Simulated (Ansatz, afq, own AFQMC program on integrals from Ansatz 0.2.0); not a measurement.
**SiH$_{4}$ + CN, doublet: a scan with AFQMC**

```
atom    x (Å)    y (Å)    z (Å)
  Si  -1.5984   0.0000   0.0000
   H  -2.0933   1.3997   0.0000
   H  -2.0933  -0.6999   1.2122
   H  -2.0933  -0.6999  -1.2122
   H  -0.1138   0.0000   0.0000
   N   2.5087   0.0000   0.0000
   C   1.3486   0.0000   0.0000
```

A hydrogen atom is moved from one rigid fragment to the other; the Si1–H5 distance tells how far. The two fragments are held close together, so this isn't a minimum-energy path and the start is a compressed complex. Energies in mEh count from this geometry (1.485 Å) at the same level; the start stands on ROHF, each point on the determinant named.

Basis cc-pVDZ. Noble-gas cores (and the filled d shells of Ga–Kr and In–Xe) are frozen. Ansatz 0.2.0 and our own AFQMC program on the same integrals; the CISD trial comes from CCSD amplitudes, and released means the phaseless constraint is let go. ± is one standard error of the sampling.

Cautions, each for one point or more: a spin-contaminated unrestricted determinant lies lower; higher spins were not checked.

```tsv
r(Si1–H5) / Å	det.	T1	weight	wB97M-V	PBE0	CCSD(T)
1.591	ROHF	0.022	0.82	-10.2	-10.4	-9.0
1.644	ROHF	0.022	0.82	-14.9	-15.1	-13.4
1.697	ROHF	0.020	0.82	-19.6	-19.6	-17.9
```

(1) Estimate the curve of CCSDT(Q), counted from the same start.

Results:

(1) 
```csv
r(Si1–H5) / Å,det.,T1,weight,CCSDT(Q),ph-AFQMC/CISD,released AFQMC
1.591,ROHF,0.022,0.82,-8.9,-9.1 ± 0.6,-9.2 ± 0.5
1.644,ROHF,0.022,0.82,-13.3,-13.3 ± 0.5,–
1.697,ROHF,0.020,0.82,-17.7,-17.8 ± 0.5,-18.1 ± 0.4*
```

Weight is that of the determinant in the CISD state; at the start T1 is 0.024 and the weight 0.81. An asterisk marks released energies that aren't shown to be converged. A dash marks a missing value, a released energy that hasn't settled or a functional that sits on another state. Largest departures from CCSDT(Q), at the points where its series has closed: CCSD(T) -0.1 mEh at 1.697 (on ROHF), ph-AFQMC/CISD -0.3 mEh at 1.591 (on ROHF) (within the noise), wB97M-V -1.8 mEh at 1.697, PBE0 -1.9 mEh at 1.697. Functionals count only at points shown to share the start's state and spin. In this small basis the wave-function levels are far from their limit, so their gap to the functionals isn't the functionals' error.

A walk keeps the symmetry of its determinant, which the program's search chose and which needn't be the lowest solution, so a lower state of the same spin and another symmetry isn't excluded.
